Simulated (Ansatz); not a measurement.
**Al₂H, doublet: the ladder up to UCCSDT(Q)**

Geometry: a PBE0/def2-TZVP stationary point for this spin, not checked as a minimum.

```xyz
3

Al    0.0000    0.0000    0.3526
Al    0.0000    0.0000   -2.3244
H     0.0000    0.0000    1.9718
```

Basis cc-pVTZ; Ansatz 0.2.0. Correlated methods freeze the noble-gas cores, which leaves 7 electrons in 72 orbitals. R marks a restricted (for open shells ROHF) determinant, U an unrestricted one. Active spaces: valence = (7e, 9o) chosen from the atoms' valence shells.

Full CI isn't at hand for all of this; UCCSDT(Q) serves as the reference, and is uncertain by about the last step of the cluster series. The frozen core follows each run's orbitals, which can shift R against U totals by a few meV.

HF rows are the lowest solutions found. Coupled cluster chose its determinant by trial CCSD, here up to 0.04 eV above the lowest Hartree–Fock solution of its kind, and MP2 stands on that determinant too.

* UHF ⟨S²⟩: 1.132
* ⟨S²⟩ of the determinant under UCCSD: 0.788
* T1 diagnostic (RCCSD): 0.0235
* largest doubles amplitude (RCCSD): 0.069
* T1 diagnostic (UCCSD): 0.0287

```csv
level,E − E(RHF) (eV)
RMP2,-3.1868
UMP2,-3.1527
RCCSD,-4.0199
UCCSD,-4.0230
RCCSD(T),-4.1958
UCCSD(T),-4.1944
```

Question: Estimate how far UCCSDT(Q) in cc-pVTZ lies from RCCSD(T). The table doesn't fix it; the size of (T) and the diagnostics are the guide.

Answer: UCCSDT(Q) in cc-pVTZ lies 5.2 kJ/mol below RCCSD(T), which is 31 % of the (T) step (-17.0 kJ/mol). The diagnostics give no warning, yet the rest is a sizeable part of (T). The miss exceeds 1 kcal/mol.

The other levels:

| level | E − E(UCCSDT(Q)) (kJ/mol) | share of correlation (%) | wall time |
| --- | --- | --- | --- |
| BCCD(T) | 5.2 | 98.74 | 17 s |
| RCCSDT | 1.1 | 99.74 | – |
| UCCSDT | 1.0 | 99.75 | – |
| RCCSDT(Q) | 0.0 | 99.99 | 2.7 min |
| CASSCF (valence space) | 226.1 | 44.85 | – |
| NEVPT2 (valence space) | 67.4 | 83.56 | 12 s |
| MRCISD (valence space) | 16.7 | 95.93 | – |
| MRCISD+Q (valence space) | 2.0 | 99.52 | 18 s |

The correlation energy at UCCSDT(Q), counted from RHF, is -4.250 eV. That run took 3.2 min on 1 thread of AMD EPYC, shared host.

Run but not shown, since their state or frozen core can't be matched to the reference's or they repeat it: UHF.

Times hold each run's SCF and search for its determinant on a shared host, so for small cases they say little of a method's own cost; they ran on 1 thread of AMD EPYC.

Natural occupations of CASSCF (valence space) about the gap: 1.975 1.935 1.870 0.992 0.071 0.052 0.050 0.038 0.015; effectively unpaired electrons, Σ n²(2−n)², 1.12.

Atomization energy (electronic, same basis, no zero-point term; atoms at the same level, unrestricted beside the R rows where the molecule is a closed shell, with restricted open-shell steps beyond CCSDT(Q)) at UCCSDT(Q): 393.8 kJ/mol. Errors of other levels:

```json
{"level": "RHF", "error (kJ/mol)": "-113.1"}
{"level": "RMP2", "error (kJ/mol)": "-15.6"}
{"level": "UMP2", "error (kJ/mol)": "-17.7"}
{"level": "RCCSD", "error (kJ/mol)": "-12.6"}
{"level": "UCCSD", "error (kJ/mol)": "-13.4"}
{"level": "RCCSD(T)", "error (kJ/mol)": "-2.6"}
{"level": "UCCSD(T)", "error (kJ/mol)": "-2.9"}
{"level": "BCCD(T)", "error (kJ/mol)": "-2.5"}
{"level": "RCCSDT", "error (kJ/mol)": "-1.0"}
{"level": "UCCSDT", "error (kJ/mol)": "-1.0"}
{"level": "RCCSDT(Q)", "error (kJ/mol)": "0.0"}
{"level": "CASSCF (valence space)", "error (kJ/mol)": "-55.1"}
{"level": "NEVPT2 (valence space)", "error (kJ/mol)": "-21.2"}
{"level": "MRCISD (valence space)", "error (kJ/mol)": "-14.0"}
{"level": "MRCISD+Q (valence space)", "error (kJ/mol)": "-6.5"}
```

This basis is far from its limit, so the value isn't to be set against a measured one. Truncated CI isn't size-consistent, which counts against it in atomization.
